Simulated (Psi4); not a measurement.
# HS (SMILES [SH]): UCCSD(T)/6-31G(d) (spherical functions, sweep point 4)

What is the vertical doublet–quartet gap of HS at UCCSD(T)/6-31G* (spherical functions, sweep point 4)? 

The results are computed with Psi4 1.11.

## 1. The system as given

The species is HS (2 atoms), meant as a doublet with charge 0. SMILES: `[SH]`. The shape is that of a GFN2-xTB optimisation.

Bond lengths: S1–H2 1.330 Å.

## 2. The energy at UCCSD(T)/6-31G(d) (spherical functions, sweep point 4)

Contents of job.inp:

```
memory 1.6 GB

molecule mol {
  0 2
  S      1.07338334    -0.35086545     0.55197010
  H     -1.07338334     0.35086545    -0.55197010
  units bohr
  symmetry c1
}

set basis 6-31G*
set reference uhf
set puream true
set scf_type pk
set num_frozen_docc 5
set maxiter 150

energy_value, wavefunction = energy('ccsd(t)', return_wfn=True)
```

Started as:

```console
$ psi4 -i job.inp -o job.out -n 1
```

job.out:

```text
[...]
  Running in c1 symmetry.
[...]
  Nuclear repulsion =    6.364600572385179
[...]
  Multiplicity = 2
[...]
  Nalpha       = 9
  Nbeta        = 8
[...]
    Number of basis functions: 20
[...]
   @UHF iter   1:  -398.04530404672659   -4.04467e-01   6.85736e-03 ADIIS/DIIS
[...]
   @UHF iter  12:  -398.06296445547542   -3.41061e-13   5.26608e-09 DIIS
[...]
   @S^2 Observed:                7.576393324E-01
[...]
    Orbital Energies [Eh]
    ---------------------
    Alpha Occupied:
       1A    -91.968799     2A     -8.986072     3A     -6.681697
       4A     -6.664272     5A     -6.660551     6A     -0.991867
       7A     -0.554709     8A     -0.467606     9A     -0.401708
    Alpha Virtual:
      10A      0.181593    11A      0.426163    12A      0.487963
      13A      0.492536    14A      0.526759    15A      0.920158
      16A      0.963497    17A      0.986703    18A      0.992996
      19A      1.012273    20A      1.422747
    Beta Occupied:
[...]
  @UHF Final Energy:  -398.06296445547542
   => Energetics <=
    Nuclear Repulsion Energy =              6.3646005723851786
    One-Electron Energy =                -562.7774865031881291
    Two-Electron Energy =                 158.3499214753275908
    Total Energy =                       -398.0629644554753668
  UHF NO Occupations:
  HONO-2 :    7  A 1.9997948
  HONO-1 :    8  A 1.9964687
[...]
 Multipole Moments:
 ------------------------------------------------------------------------------------
     Multipole            Electronic (a.u.)      Nuclear  (a.u.)        Total (a.u.)
 ------------------------------------------------------------------------------------
 L = 1.  Multiply by 2.5417464519 to convert [e a0] to [Debye]
 Dipole X            :         -0.0000000           -0.0000000           -0.0000000
 Dipole Y            :          0.0000000            0.0000000            0.0000000
 Dipole Z            :          0.7841294           -1.2079336           -0.4238042
 Magnitude           :                                                    0.4238042
[...]
      * MP2 total energy                      = -398.159172681725806
[...]
      * CCSD total energy                     = -398.179742532830403
[...]
      * CCSD(T) total energy                     = -398.181800645277008
[...]
```

It took 3.6 s on 1 thread of Intel Xeon Platinum 8488C (Sapphire Rapids), shared host; peak memory 0.19 GiB.

## 3. The quartet, same level

Contents of job.dat:

```
memory 1.6 GB

molecule mol {
  0 4
  S      1.07338334    -0.35086545     0.55197010
  H     -1.07338334     0.35086545    -0.55197010
  units au
  symmetry c1
}

set {
  basis 6-31G*
  reference uhf
  puream true
  scf_type pk
  num_frozen_docc 5
  maxiter 150
}

energy_value, wavefunction = energy('ccsd(t)', return_wfn=True)
print_variables()
```

Started as:

```console
$ psi4 job.dat job.out -n 1
```

job.out:

```text
[...]
  Running in c1 symmetry.
[...]
  Nuclear repulsion =    6.364600572385179
[...]
  Multiplicity = 4
[...]
  Nalpha       = 10
  Nbeta        = 7
[...]
    Number of basis functions: 20
[...]
   @UHF iter   1:  -397.84293800345802   -2.02101e-01   6.24426e-03 ADIIS/DIIS
[...]
   @UHF iter  11:  -397.85752284329516   -2.27374e-13   2.25344e-09 DIIS
[...]
   @S^2 Observed:                3.755511441E+00
[...]
    Orbital Energies [Eh]
    ---------------------
    Alpha Occupied:
       1A    -92.033574     2A     -9.049591     3A     -6.740071
       4A     -6.740071     5A     -6.723996     6A     -1.079189
       7A     -0.627157     8A     -0.529310     9A     -0.529310
      10A     -0.150090
    Alpha Virtual:
      11A      0.390736    12A      0.452053    13A      0.452053
      14A      0.455410    15A      0.882545    16A      0.882946
      17A      0.882946    18A      0.918601    19A      0.918601
      20A      1.379636
[...]
  @UHF Final Energy:  -397.85752284329516
   => Energetics <=
    Nuclear Repulsion Energy =              6.3646005723851786
    One-Electron Energy =                -561.7716617005191893
    Two-Electron Energy =                 157.5495382848388601
    Total Energy =                       -397.8575228432952144
  UHF NO Occupations:
  HONO-2 :    8  A 1.0000000
  HONO-1 :    9  A 1.0000000
[...]
 Multipole Moments:
 ------------------------------------------------------------------------------------
     Multipole            Electronic (a.u.)      Nuclear  (a.u.)        Total (a.u.)
 ------------------------------------------------------------------------------------
 L = 1.  Multiply by 2.5417464519 to convert [e a0] to [Debye]
 Dipole X            :          0.0000000           -0.0000000            0.0000000
 Dipole Y            :         -0.0000000            0.0000000           -0.0000000
 Dipole Z            :          1.4243271           -1.2079336            0.2163935
 Magnitude           :                                                    0.2163935
[...]
      * MP2 total energy                      = -397.937272091609088
[...]
      * CCSD total energy                     = -397.957081508854003
[...]
      * CCSD(T) total energy                     = -397.958560272221121
[...]
```

Wall time 3.9 s (1 thread of Intel Xeon Platinum 8488C (Sapphire Rapids), shared host); peak memory 0.19 GiB.

## 4. Summary of results

At UCCSD(T)/6-31G* (spherical functions, sweep point 4), 5 core orbitals frozen:

```
                                                           quantity          value
                                              doublet: total energy  -398.18180 Eh
doublet: HOMO energy (Hartree–Fock orbitals) (highest over α and β)      -10.24 eV
 doublet: LUMO energy (Hartree–Fock orbitals) (lowest over α and β)        0.18 eV
               doublet: correlation energy (5 core orbitals frozen)     -118.8 mEh
                                            doublet: (T) correction      -2.06 mEh
                         doublet: ⟨S²⟩ of the reference determinant          0.758
                                             doublet: T1 diagnostic          0.010
                                              quartet: total energy  -397.95856 Eh
quartet: HOMO energy (Hartree–Fock orbitals) (highest over α and β)       -4.08 eV
 quartet: LUMO energy (Hartree–Fock orbitals) (lowest over α and β)       -0.19 eV
               quartet: correlation energy (5 core orbitals frozen)     -101.0 mEh
                                            quartet: (T) correction      -1.48 mEh
                         quartet: ⟨S²⟩ of the reference determinant          3.756
                                             quartet: T1 diagnostic          0.013
                   vertical energy of the quartet above the doublet       6.075 eV
```

**Reading.** At this shape the quartet lies 6.07 eV (586 kJ/mol) above the doublet. The triples (doublet) make up 1.7 % of the correlation energy. The triples (quartet) make up 1.5 % of the correlation energy.
